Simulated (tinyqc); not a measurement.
MP2 on RHF in the sto-6g basis, frozen core, for OH-, spin multiplicity 1, step by step. The basis has no diffuse functions, so it cannot describe the extra electron: this is an exercise in the method, not the real anion. One step of it, computed by the program tinyqc.

Task: Second-order Moller-Plesset energy. E2 = sum_ijab (ia|jb) [2 (ia|jb) - (ib|ja)] / (e_i + e_j - e_a - e_b) over occupied i, j and virtual a, b; the opposite-spin part is (ia|jb)^2 / denominator, the rest is same-spin, and SCS-MP2 scales them by 6/5 and 1/3.

orbital energies (hartree): MO1 -19.771840, MO2 -0.596771, MO3 0.080912, MO4 0.174895, MO5 0.174895, MO6 0.953112

Two-electron integrals over orbitals (pq|rs), unique and non-zero (hartree); the lowest 1 orbital is frozen and left out:
```
(22|22) 0.750540    (32|22) -0.070178   (32|32) 0.109419    (33|22) 0.545680
(33|32) 0.028434    (33|33) 0.613663    (42|42) 0.161898    (43|42) -0.037332
(43|43) 0.025678    (44|22) 0.778658    (44|32) -0.092873   (44|33) 0.525820
(44|44) 0.880663    (52|52) 0.161898    (53|52) -0.037332   (53|53) 0.025678
(54|54) 0.047461    (55|22) 0.778658    (55|32) -0.092873   (55|33) 0.525820
(55|44) 0.785741    (55|55) 0.880663    (62|22) 0.070313    (62|32) 0.057884
(62|33) 0.002876    (62|44) 0.074757    (62|55) 0.074757    (62|62) 0.113303
(63|22) 0.168030    (63|32) -0.101382   (63|33) -0.025951   (63|44) 0.184628
(63|55) 0.184628    (63|62) 0.015820    (63|63) 0.187197    (64|42) 0.027879
(64|43) 0.015645    (64|64) 0.037831    (65|52) 0.027879    (65|53) 0.015645
(65|65) 0.037831    (66|22) 0.676585    (66|32) -0.001743   (66|33) 0.600742
(66|44) 0.670527    (66|55) 0.670527    (66|62) 0.074644    (66|63) 0.083635
(66|66) 0.705614
```

Hartree-Fock energy = -74.76504293 hartree

Give: Terms; Pair energies; MP2 correlation energy; SCS-MP2 correlation energy; MP2 total energy.

Result:

Terms:
```
i  j  a  b  (ia|jb)  (ib|ja)  denominator       term
3  3  6  6   0.1872   0.1872      -1.7444    -0.0201
2  2  6  6   0.1133   0.1133      -3.0998    -0.0041
5  5  6  6   0.0378   0.0378      -1.5564    -0.0009
4  4  6  6   0.0378   0.0378      -1.5564    -0.0009
2  3  6  6   0.0158   0.0158      -2.4221  -1.03e-04
3  2  6  6   0.0158   0.0158      -2.4221  -1.03e-04
```

Pair energies (hartree; pair i-j sums ij and ji):
```
pair  opposite spin  same spin
2-2         -0.0041     0.0000
3-2       -2.07e-04     0.0000
3-3         -0.0201     0.0000
4-4         -0.0009     0.0000
5-5         -0.0009     0.0000
```

MP2 correlation energy = -0.026276 hartree

SCS-MP2 correlation energy = -0.031531 hartree

MP2 total energy = -74.791319 hartree
